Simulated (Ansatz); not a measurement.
A made-up structure of C2H5O, doublet:

```
8
angstrom
C -0.4488 0.5941 -0.2645
C 0.3928 -0.5606 0.2398
O 1.6765 -0.2634 0.5600
H -1.4647 0.2633 -0.4952
H -0.0109 1.0185 -1.1700
H 2.4914 -0.7566 0.7428
H 0.4222 -1.3947 -0.4890
H -0.0613 -1.0393 1.1301
```

It is relaxed with PBE-D4/def2-SVP and then PBE0-D4/def2-TZVP (Ansatz 0.2.0). Atoms count as bonded within 1.22 times the sum of their covalent radii (H–H: 0.88 Å). The end point is not checked to be a true minimum.

Problem. Does its bonding change? (A judgement: the text doesn't fix the answer.)

Solution. The calculation gives: No: no bond forms or breaks.

Where it ends: The first stage lowers the energy by 0.89 eV in 7 steps. It ends as C₂H₅O ([CH2][CH2][OH]):
C1  (-0.417, 0.396, -0.432)
C2  (0.422, -0.626, 0.216)
O3  (1.721, -0.108, 0.413)
H4  (-1.489, 0.264, -0.489)
H5  (0.050, 1.221, -0.953)
H6  (2.284, -0.814, 0.737)
H7  (0.460, -1.536, -0.412)
H8  (-0.033, -0.936, 1.172)
(Å)

Labels in which every atom is bracketed show which atoms are joined, not bond orders.

For scale, one of the runs: PBE0-D4/def2-TZVP relaxation, 123 basis functions, launched by `ansatz run in.yaml --threads 2 --pin off --events-out ev --progress --plain --max-ram 4352MiB`. The run took about 19 s on 2 CPU threads of an Arm Neoverse V1 (shared host).
